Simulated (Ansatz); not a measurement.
A calculation on hcp Lu returned lattice constant a 3.505 Å, lattice parameter c 5.454 Å, equilibrium volume per atom 29.01 Å³/atom.

For reference: lattice constant a 3.505 Å (measured, 293 K, not corrected to a static lattice; as tabulated in Wikipedia's data pages); lattice parameter c 5.549 Å (measured, 293 K, no zero-point or thermal correction, our sources range from 5.549 to 5.563; as tabulated in Wikipedia's data pages); equilibrium volume per atom 29.52 Å³/atom (measured, room temperature, not corrected to a static lattice; as tabulated in Söderlind et al. (2014), doi:10.1088/0953-8984/26/41/416001).

Which level of theory produced these numbers?
A) PBEsol+SOC (Ansatz (a program for electronic structure))
B) r²SCAN (Ansatz)
C) PBE-D3(BJ) (Ansatz)
D) LDA (Ansatz)

B, r²SCAN (Ansatz)

The others give: PBEsol+SOC 3.434 Å, 5.342 Å, 27.27 Å³/atom; LDA 3.382 Å, 5.246 Å, 25.99 Å³/atom; PBE-D3(BJ) 3.455 Å, 5.399 Å, 27.91 Å³/atom.

Unless a cell is named, each level is at its own relaxed cell (LDA 25.99, PBE-D3(BJ) 27.91, PBEsol+SOC 27.28, r²SCAN 29.01 Å³/atom).

Ansatz's density-functional and Hartree–Fock values are scalar-relativistic unless marked +SOC, with PAW data made under PBE.
